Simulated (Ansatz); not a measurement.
Program: Ansatz. Geometries: PBE0-D4/def2-TZVP. ΔE: electronic, gas phase. CCSD(T)/CBS adds triple-zeta CCSD(T) − MP2 to the extrapolated MP2 energy (def2 sets, frozen cores). This one scheme is used for every species. DFT in def2-TZVPP. B3LYP here is the variant with VWN-RPA as its local correlation; programs differ in this. HSE06 is defined as in plane-wave codes. One conformer a species, not always the lowest.

`O[BH][AlH2]` + NH₃ → `NBO` + `[AlH3]`  (cleavage of the B–Al bond)

CCSD(T)/CBS gives -153.7 kJ/mol.

Another level gave -158.9 kJ/mol. Which?
A. PBE-D4/def2-TZVPP
B. HSE06/def2-TZVPP
C. B3LYP-D4/def2-TZVPP
D. BHLYP-D4/def2-TZVPP

C. B3LYP-D4 -158.9, HSE06 -152.5, BHLYP-D4 -164.8, PBE-D4 -147.0 kJ/mol.

Largest T1 diagnostic among the species: 0.014.

In def2-TZVPP, CCSD(T) changes the Hartree–Fock value by +14.8 kJ/mol (the triples alone add +1.5 kJ/mol) and MP2 by +6.7 kJ/mol. From PBE to PBE0 (25 % exact exchange), in def2-TZVPP and without D4, ΔE moves by −5.6 kJ/mol. At CCSD(T), def2-SVP lies −15.1 kJ/mol from the extrapolated value and def2-TZVPP −0.9 kJ/mol.
